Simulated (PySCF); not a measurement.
**Core-level binding energies of `O=S=O`**

SO2.
Numbering: `[O:1]=[S:2]=[O:3]`

Structure used (GFN2-xTB), in Å, numbered top down from 1:
```xyz
3
SO2 angstrom
O     -1.2036    0.3006   -0.0030
S     -0.0167   -0.5045   -0.0103
O      1.2317    0.2013    0.0007
```

Method: delta-SCF UKS SCAN, pcX-2 on the ionised atom, pcseg-1 elsewhere, spin-free X2C (PySCF). Binding energies are ΔSCF values: E(core-ionised, relaxed orbitals) − E(ground state) at a fixed geometry, referred to the vacuum level.

Question: What binding energy does each computed site have?

Answer: 
```csv
atom(s),bonded to,level,binding energy (eV),count
S2,2 O (double bond),S 1s,2483.35,1
O1/O3,S (double bond),O 1s,539.60,2
```

Question: Which photon wavelength matches the S 1s of S2 threshold?

Answer: λ = hc/E = 12398.42 eV Å / 2483.35 eV = 4.993 Å.

Question: Express the binding energy of S 1s of S2 in atomic units and per mole.

Answer: 2483.35 eV = 91.2614 Eh = 239607 kJ/mol.

Atoms equivalent by their bonding share one computed value, that of the first of them. Not every level is listed. Isolated species at its GFN2-xTB geometry, gas phase.

Time: 3.1 s. Hardware: one thread, x86-64 server, no GPU (shared host).
